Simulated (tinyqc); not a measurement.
RKS/exchange-only LDA in the sto-6g basis, for OH-, spin multiplicity 1, step by step. The basis has no diffuse functions, so it cannot describe the extra electron: this is an exercise in the method, not the real anion. Computed by tinyqc, a small Python program that keeps every step (integrals from PySCF). Settings: charge = -1, multiplicity = 1, basis = sto-6g, energy threshold = 1e-08, iteration cap = 80, orthogonalisation = symmetric, start = highest core orbitals, DIIS depth = 0, method = RKS, functional = Slater exchange alone, grid = [10, 14]. Command: `OMP_NUM_THREADS=1 python tinyqc.py 22624 22625 out.jsonl` (the two numbers bound the seeds that draw the settings). One thread of a shared host (Intel(R) Xeon(R) Processor @ 2.60GHz), about 1 s of CPU time with the checks. Later iterations appear only in the table of the cycle.

## One-electron integrals

Geometry (angstrom):
```
atom,x,y,z
O,0.000000,0.000000,0.000000
H,0.000000,0.000000,1.937000
```

Basis sto-6g: exponents (1/bohr^2) and contraction coefficients of normalised primitives:
```
element,l (shell),exponent,coefficient
O,s (1),1355.584234,0.009164
O,s (1),248.544885,0.049361
O,s (1),69.533902,0.168538
O,s (1),23.886772,0.370563
O,s (1),9.275933,0.416492
O,s (1),3.820341,0.130334
O,s (2),52.187762,-0.013253
O,s (2),10.329320,-0.046992
O,s (2),3.210345,-0.033785
O,s (2),1.235135,0.250242
O,s (2),0.536420,0.595117
O,s (2),0.245881,0.240706
O,p (3),52.187762,0.003760
O,p (3),10.329320,0.037679
O,p (3),3.210345,0.173897
O,p (3),1.235135,0.418036
O,p (3),0.536420,0.425860
O,p (3),0.245881,0.101708
H,s (1),35.523221,0.009164
H,s (1),6.513144,0.049361
H,s (1),1.822143,0.168538
H,s (1),0.625955,0.370563
H,s (1),0.243077,0.416492
H,s (1),0.100112,0.130334
```

Overlap, kinetic and nuclear-attraction integrals over the contracted functions; the nuclear repulsion is the sum of Za Zb / Rab.

nuclear repulsion = 2.18555379 hartree

overlap S, lower triangle:
```
,1O 1s,1O 2s,1O 2px,1O 2py,1O 2pz,2H 1s
1O 1s,1.000000
1O 2s,0.231145,1.000000
1O 2px,0.000000,0.000000,1.000000
1O 2py,0.000000,0.000000,0.000000,1.000000
1O 2pz,0.000000,0.000000,0.000000,0.000000,1.000000
2H 1s,0.005716,0.089836,0.000000,0.000000,0.093829,1.000000
```

kinetic energy T (hartree), lower triangle:
```
,1O 1s,1O 2s,1O 2px,1O 2py,1O 2pz,2H 1s
1O 1s,29.327197
1O 2s,-0.896024,0.842618
1O 2px,0.000000,0.000000,2.531309
1O 2py,0.000000,0.000000,0.000000,2.531309
1O 2pz,0.000000,0.000000,0.000000,0.000000,2.531309
2H 1s,-0.002418,-0.017831,0.000000,0.000000,-0.005725,0.768522
```

nuclear attraction V (hartree), lower triangle:
```
,1O 1s,1O 2s,1O 2px,1O 2py,1O 2pz,2H 1s
1O 1s,-61.531509
1O 2s,-6.214429,-9.273530
1O 2px,0.000000,0.000000,-9.267095
1O 2py,0.000000,0.000000,0.000000,-9.267095
1O 2pz,-0.004011,-0.047869,0.000000,0.000000,-9.285204
2H 1s,-0.174587,-0.520094,0.000000,0.000000,-0.465361,-3.423735
```

core Hamiltonian H = T + V (hartree), lower triangle:
```
,1O 1s,1O 2s,1O 2px,1O 2py,1O 2pz,2H 1s
1O 1s,-32.204312
1O 2s,-7.110453,-8.430912
1O 2px,0.000000,0.000000,-6.735787
1O 2py,0.000000,0.000000,0.000000,-6.735787
1O 2pz,-0.004011,-0.047869,0.000000,0.000000,-6.753895
2H 1s,-0.177005,-0.537925,0.000000,0.000000,-0.471086,-2.655213
```

## Two-electron integrals

Functions are numbered as in S; the eight-fold symmetry (ij|kl) = (ji|kl) = (kl|ij) leaves the list below.

Two-electron integrals (ij|kl) in chemists' order, unique and non-zero (hartree):
```
i,j,k,l,(ij|kl)
1,1,1,1,4.787491
2,1,1,1,0.675884
2,1,2,1,0.121505
2,2,1,1,1.117379
2,2,2,1,0.249212
2,2,2,2,0.817383
3,1,3,1,0.025762
3,2,3,1,0.039145
3,2,3,2,0.180664
3,3,1,1,1.117381
3,3,2,1,0.249212
3,3,2,2,0.817382
3,3,3,3,0.880663
4,1,4,1,0.025762
4,2,4,1,0.039145
4,2,4,2,0.180664
4,3,4,3,0.047461
4,4,1,1,1.117381
4,4,2,1,0.249212
4,4,2,2,0.817382
4,4,3,3,0.785741
4,4,4,4,0.880663
5,1,5,1,0.025762
5,2,5,1,0.039145
5,2,5,2,0.180664
5,3,5,3,0.047461
5,4,5,4,0.047461
5,5,1,1,1.117381
5,5,2,1,0.249212
5,5,2,2,0.817382
5,5,3,3,0.785741
5,5,4,4,0.785741
5,5,5,5,0.880663
6,1,1,1,0.017667
6,1,2,1,0.003052
6,1,2,2,0.006151
6,1,3,3,0.006139
6,1,4,4,0.006139
6,1,5,1,0.000151
6,1,5,2,0.000300
6,1,5,5,0.006175
6,1,6,1,0.000078
6,2,1,1,0.059621
6,2,2,1,0.013566
6,2,2,2,0.051539
6,2,3,3,0.050658
6,2,4,4,0.050658
6,2,5,1,0.001071
6,2,5,2,0.008906
6,2,5,5,0.053301
6,2,6,1,0.000345
6,2,6,2,0.004777
6,3,3,1,0.001263
6,3,3,2,0.007830
6,3,5,3,0.001716
6,3,6,3,0.000558
6,4,4,1,0.001263
6,4,4,2,0.007830
6,4,5,4,0.001716
6,4,6,4,0.000558
6,5,1,1,0.051456
6,5,2,1,0.011838
6,5,2,2,0.047677
6,5,3,3,0.045871
6,5,4,4,0.045871
6,5,5,1,0.001997
6,5,5,2,0.014879
6,5,5,5,0.051289
6,5,6,1,0.000310
6,5,6,2,0.005343
6,5,6,5,0.006422
6,6,1,1,0.273014
6,6,2,1,0.063100
6,6,2,2,0.272576
6,6,3,3,0.266861
6,6,4,4,0.266861
6,6,5,1,0.003983
6,6,5,2,0.047057
6,6,5,5,0.284005
6,6,6,1,0.001597
6,6,6,2,0.037578
6,6,6,5,0.047124
6,6,6,6,0.774999
```

## Orthogonalisation

S = U s U^T; symmetric (Loewdin) form X = U s^(-1/2) U^T, so that X^T S X = 1.

eigenvalues of S: 0.751476  0.911305  1.000000  1.000000  1.084406  1.252813

X, lower triangle:
```
,1O 1s,1O 2s,1O 2px,1O 2py,1O 2pz,2H 1s
1O 1s,1.020914
1O 2s,-0.120029,1.024091
1O 2px,0.000000,0.000000,1.000000
1O 2py,0.000000,0.000000,0.000000,1.000000
1O 2pz,-0.000432,0.003290,0.000000,0.000000,1.003343
2H 1s,0.005217,-0.046468,0.000000,0.000000,-0.047421,1.006467
```

## Starting guess

The start is the highest orbitals of the core Hamiltonian (a deliberately bad start); D = 2 C_occ C_occ^T.

D at the start, lower triangle:
```
,1O 1s,1O 2s,1O 2px,1O 2py,1O 2pz,2H 1s
1O 1s,0.100651
1O 2s,-0.462917,2.130277
1O 2px,0.000000,0.000000,2.000000
1O 2py,0.000000,0.000000,0.000000,2.000000
1O 2pz,-0.003121,0.017855,0.000000,0.000000,2.017914
2H 1s,0.030571,-0.190252,0.000000,0.000000,-0.190925,2.034821
```

## Iteration 1: exchange-correlation on the grid

Becke grid with 10 radial and 14 angular points per atom, points of zero weight dropped. rho = sum D_ij phi_i phi_j; V_xc,ij = sum w v_xc phi_i phi_j; v_xc is d(rho eps)/d rho.

The 16 grid points with the largest w rho, of 276 (bohr, atomic units):
```
x,y,z,w,rho,eps_xc,v_xc
-0.687448,0.687448,0.687448,0.854217,0.332021,-0.511415,-0.681887
0.687448,0.687448,0.687448,0.854217,0.332021,-0.511415,-0.681887
0.687448,-0.687448,0.687448,0.854217,0.332021,-0.511415,-0.681887
-0.687448,-0.687448,0.687448,0.854217,0.332021,-0.511415,-0.681887
0.687448,0.687448,-0.687448,0.855604,0.331082,-0.510933,-0.681244
-0.687448,0.687448,-0.687448,0.855604,0.331082,-0.510933,-0.681244
0.687448,-0.687448,-0.687448,0.855604,0.331082,-0.510933,-0.681244
-0.687448,-0.687448,-0.687448,0.855604,0.331082,-0.510933,-0.681244
0.000000,0.000000,-1.190694,0.760537,0.331573,-0.511185,-0.681580
-1.190694,0.000000,0.000000,0.760520,0.331371,-0.511081,-0.681442
1.190694,0.000000,0.000000,0.760520,0.331371,-0.511081,-0.681442
0.000000,1.190694,0.000000,0.760520,0.331371,-0.511081,-0.681442
0.000000,-1.190694,0.000000,0.760520,0.331371,-0.511081,-0.681442
0.000000,0.000000,1.190694,0.746629,0.331541,-0.511168,-0.681558
-0.382923,0.382923,0.382923,0.175869,1.085670,-0.759074,-1.012099
-0.382923,-0.382923,0.382923,0.175869,1.085670,-0.759074,-1.012099
```

electrons on the grid, sum of w rho = 9.963540

E_xc = sum of w rho eps_xc = -5.10196430 hartree

V_xc (hartree), lower triangle:
```
,1O 1s,1O 2s,1O 2px,1O 2py,1O 2pz,2H 1s
1O 1s,-1.129412
1O 2s,-0.231006,-0.739499
1O 2px,0.000000,0.000000,-0.737581
1O 2py,0.000000,0.000000,0.000000,-0.737581
1O 2pz,-0.000172,-0.002171,0.000000,0.000000,-0.741827
2H 1s,-0.005802,-0.042008,0.000000,0.000000,-0.039207,-0.447575
```

## Iteration 1: building the Kohn-Sham matrix

J_ij = sum D_kl (ij|kl); F = H + J + V_xc; E = tr D H + tr D J / 2 + E_xc + E_nn.

Coulomb J (hartree), lower triangle:
```
,1O 1s,1O 2s,1O 2px,1O 2py,1O 2pz,2H 1s
1O 1s,9.475023
1O 2s,2.105068,7.059126
1O 2px,0.000000,0.000000,7.047949
1O 2py,0.000000,0.000000,0.000000,7.047949
1O 2pz,0.008182,0.092909,0.000000,0.000000,7.081462
2H 1s,0.052087,0.486362,0.000000,0.000000,0.474706,3.736707
```

Kohn-Sham matrix F (hartree), lower triangle:
```
,1O 1s,1O 2s,1O 2px,1O 2py,1O 2pz,2H 1s
1O 1s,-23.858701
1O 2s,-5.236392,-2.111285
1O 2px,0.000000,0.000000,-0.425419
1O 2py,0.000000,0.000000,0.000000,-0.425419
1O 2pz,0.003999,0.042869,0.000000,0.000000,-0.414259
2H 1s,-0.130720,-0.093571,0.000000,0.000000,-0.035587,0.633919
```

total energy of this density = -31.25371181 hartree

## Iteration 1: diagonalisation and new density

Diagonalise F' = X^T F X, C = X C', fill 5 alpha and 5 beta electrons from the bottom; D = 2 C_occ C_occ^T. Each column has its largest component positive (the first on a tie).

F' = X^T F X (hartree), lower triangle:
```
,1,2,3,4,5,6
1,-23.615467
2,-2.361901,-1.261538
3,0.000000,0.000000,-0.425419
4,0.000000,0.000000,0.000000,-0.425419
5,-0.001932,0.045107,0.000000,0.000000,-0.411931
6,-0.006759,-0.054440,0.000000,0.000000,-0.048792,0.649508
```

orbital energies (hartree): MO1 -23.862305, MO2 -1.019540, MO3 -0.425419, MO4 -0.425419, MO5 -0.411181, MO6 0.653597

coefficients C:
```
,MO1,MO2,MO3,MO4,MO5,MO6
1O 1s,1.002911,-0.224652,0.000000,0.000000,-0.015871,0.012216
1O 2s,-0.012958,1.026297,0.000000,0.000000,0.073177,-0.080824
1O 2px,0.000000,0.000000,-0.068078,0.997680,0.000000,0.000000
1O 2py,0.000000,0.000000,0.997680,0.068078,0.000000,0.000000
1O 2pz,-0.000229,-0.069892,0.000000,0.000000,0.997546,-0.094733
2H 1s,0.000873,-0.013201,0.000000,0.000000,-0.000841,1.008581
```

D after iteration 1, lower triangle:
```
,1O 1s,1O 2s,1O 2px,1O 2py,1O 2pz,2H 1s
1O 1s,2.113103
1O 2s,-0.489433,2.117615
1O 2px,0.000000,0.000000,2.000000
1O 2py,0.000000,0.000000,0.000000,2.000000
1O 2pz,-0.000721,0.002540,0.000000,0.000000,1.999966
2H 1s,0.007708,-0.027242,0.000000,0.000000,0.000167,0.000351
```

Within a degenerate level the vectors are fixed only up to a rotation; this is one choice.

## Iteration 2: exchange-correlation on the grid

As before.

The 16 grid points with the largest w rho, of 276 (bohr, atomic units):
```
x,y,z,w,rho,eps_xc,v_xc
-0.687448,0.687448,-0.687448,0.855604,0.331018,-0.510900,-0.681200
0.687448,0.687448,-0.687448,0.855604,0.331018,-0.510900,-0.681200
-0.687448,-0.687448,-0.687448,0.855604,0.331018,-0.510900,-0.681200
0.687448,-0.687448,-0.687448,0.855604,0.331018,-0.510900,-0.681200
-0.687448,-0.687448,0.687448,0.854217,0.331290,-0.511040,-0.681386
0.687448,-0.687448,0.687448,0.854217,0.331290,-0.511040,-0.681386
-0.687448,0.687448,0.687448,0.854217,0.331290,-0.511040,-0.681386
0.687448,0.687448,0.687448,0.854217,0.331290,-0.511040,-0.681386
1.190694,0.000000,0.000000,0.760520,0.331189,-0.510987,-0.681317
-1.190694,0.000000,0.000000,0.760520,0.331189,-0.510987,-0.681317
0.000000,1.190694,0.000000,0.760520,0.331189,-0.510987,-0.681317
0.000000,-1.190694,0.000000,0.760520,0.331189,-0.510987,-0.681317
0.000000,0.000000,-1.190694,0.760537,0.330877,-0.510827,-0.681103
0.000000,0.000000,1.190694,0.746629,0.331220,-0.511004,-0.681338
-0.382923,-0.382923,0.382923,0.175869,1.089991,-0.760080,-1.013440
0.382923,-0.382923,0.382923,0.175869,1.089991,-0.760080,-1.013440
```

electrons on the grid, sum of w rho = 9.984770

E_xc = sum of w rho eps_xc = -8.90156747 hartree

V_xc (hartree), lower triangle:
```
,1O 1s,1O 2s,1O 2px,1O 2py,1O 2pz,2H 1s
1O 1s,-2.844826
1O 2s,-0.360814,-0.765437
1O 2px,0.000000,0.000000,-0.764464
1O 2py,0.000000,0.000000,0.000000,-0.764464
1O 2pz,-0.000100,-0.000821,0.000000,0.000000,-0.766821
2H 1s,-0.009754,-0.037031,0.000000,0.000000,-0.030105,-0.047369
```

## Iteration 2: building the Kohn-Sham matrix

As before.

Coulomb J (hartree), lower triangle:
```
,1O 1s,1O 2s,1O 2px,1O 2py,1O 2pz,2H 1s
1O 1s,18.522427
1O 2s,3.331612,8.749756
1O 2px,0.000000,0.000000,8.749801
1O 2py,0.000000,0.000000,0.000000,8.749801
1O 2pz,0.000108,0.000402,0.000000,0.000000,8.749662
2H 1s,0.084260,0.530882,0.000000,0.000000,0.483969,2.726295
```

Kohn-Sham matrix F (hartree), lower triangle:
```
,1O 1s,1O 2s,1O 2px,1O 2py,1O 2pz,2H 1s
1O 1s,-16.526711
1O 2s,-4.139656,-0.446593
1O 2px,0.000000,0.000000,1.249551
1O 2py,0.000000,0.000000,0.000000,1.249551
1O 2pz,-0.004003,-0.048289,0.000000,0.000000,1.228947
2H 1s,-0.102499,-0.044074,0.000000,0.000000,-0.017222,0.023713
```

total energy of this density = -72.64626939 hartree

## Iteration 2: diagonalisation and new density

As before.

F' = X^T F X (hartree), lower triangle:
```
,1,2,3,4,5,6
1,-16.218164
2,-2.303156,0.314028
3,0.000000,0.000000,1.249551
4,0.000000,0.000000,0.000000,1.249551
5,-0.000852,-0.041553,0.000000,0.000000,1.238567
6,0.008553,-0.045787,0.000000,0.000000,-0.075018,0.031856
```

orbital energies (hartree): MO1 -16.533030, MO2 0.023243, MO3 0.630498, MO4 1.245577, MO5 1.249551, MO6 1.249551

coefficients C:
```
,MO1,MO2,MO3,MO4,MO5,MO6
1O 1s,0.995247,-0.015498,-0.256369,0.014803,0.000000,0.000000
1O 2s,0.019798,0.037242,1.029673,-0.057752,0.000000,0.000000
1O 2px,0.000000,0.000000,0.000000,0.000000,0.004532,0.999990
1O 2py,0.000000,0.000000,0.000000,0.000000,0.999990,-0.004532
1O 2pz,0.000389,0.017441,0.064246,1.002260,0.000000,0.000000
2H 1s,-0.001279,0.994286,-0.134165,-0.103948,0.000000,0.000000
```

D after iteration 2, lower triangle:
```
,1O 1s,1O 2s,1O 2px,1O 2py,1O 2pz,2H 1s
1O 1s,2.113402
1O 2s,-0.491408,2.130680
1O 2px,0.000000,0.000000,0.000041
1O 2py,0.000000,0.000000,0.009065,1.999959
1O 2pz,-0.003035,0.017853,0.000000,0.000000,2.017914
2H 1s,0.032350,-0.190278,0.000000,0.000000,-0.190924,2.034823
```

Within a degenerate level the vectors are fixed only up to a rotation; this is one choice.

## Convergence

Stop when the energy changes by less than 1e-08 hartree and every element of the error matrix X^T (F D S - S D F) X is below 3e-05.

Course of the cycle:
```
iteration,E (hartree),change,largest element of the error matrix
1,-31.25371181,-,5.51e-02
2,-72.64626939,-4.14e+01,2.60e-01
3,-73.51193096,-8.66e-01,1.65e-04
4,-72.75932437,7.53e-01,5.49e-01
5,-73.51192720,-7.53e-01,4.05e-04
6,-72.75932523,7.53e-01,5.49e-01
7,-73.50527326,-7.46e-01,1.07e-03
8,-72.76155839,7.44e-01,5.53e-01
9,-73.51191516,-7.50e-01,7.76e-04
10,-72.75932800,7.53e-01,5.49e-01
11,-73.50748026,-7.48e-01,6.22e-03
12,-72.76059898,7.47e-01,5.51e-01
13,-73.50776456,-7.47e-01,6.48e-03
14,-72.76049738,7.47e-01,5.51e-01
...,...,...,...
67,-73.51183602,-7.52e-01,1.85e-03
68,-72.75934626,7.52e-01,5.49e-01
69,-73.51012012,-7.51e-01,6.56e-03
70,-72.75977485,7.50e-01,5.50e-01
71,-73.51178813,-7.52e-01,2.25e-03
72,-72.75935736,7.52e-01,5.49e-01
73,-73.51170383,-7.52e-01,2.82e-03
74,-72.75937702,7.52e-01,5.49e-01
75,-73.51076585,-7.51e-01,5.72e-03
76,-72.75960571,7.51e-01,5.49e-01
77,-73.51179419,-7.52e-01,2.21e-03
78,-72.75935595,7.52e-01,5.49e-01
79,-73.51155121,-7.52e-01,3.58e-03
80,-72.75941297,7.52e-01,5.49e-01
```

PySCF RKS in the same basis, fine grid = -72.74380597 hartree

Not converged within the cap of 80 iterations: the residual has stopped falling: the iteration swings between two states. Reruns (cap 100 unless said): DIIS 8: not converged; damping 0.5: not converged; level shift 0.5: converged in 14; atomic densities as start, DIIS 8: not converged; the original settings with a cap of 400: not converged.
